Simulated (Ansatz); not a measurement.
bcc Mo, relaxed in Ansatz (plane waves) with several semilocal functionals. Each gives its own volume and its own bulk modulus:

```
level         V0 (Å³/atom)  bulk modulus (GPa)   ln V0   ln B0
------------  ------------  ------------------  ------  ------
LDA                 15.061                 293  2.7121  5.6802
PBE-D3(BJ)          15.339                 276  2.7304  5.6204
PBE-D4              15.441                 273  2.7370  5.6095
r²SCAN+rVV10        15.535                 277  2.7431  5.6240
r²SCAN-D4           15.543                 275  2.7436  5.6168
BLYP                16.408                 234  2.7978  5.4553
```

### Question
Fit a straight line to ln B0 against ln V0. What does it predict for rVV10, whose volume is 16.132 Å³/atom?

### Answer
With x = ln V0 and y = ln B0: means 2.74400 and 5.60103; Σ(Δx Δy) = -0.0107, Σ(Δx²) = 0.00415, so the slope is -2.58. At x = 2.7808 the line gives y = 5.60103 + (-2.58) × (2.7808 − 2.74400) = 5.5061, or 246 GPa. The run with rVV10 gives 253 GPa, +2.8 % from the line. The rows used scatter about it by up to 2.1 %, while the largest value lies 25 % above the smallest.

Measured: 265 GPa (measured, zero-point energy and finite temperature contributions removed, sources range from 265 to 278; as tabulated in doi:10.1021/acs.jctc.3c00612).

Ansatz's density-functional and Hartree–Fock values are scalar-relativistic unless marked +SOC, with PAW data made under PBE.

Ansatz is a first-principles code.
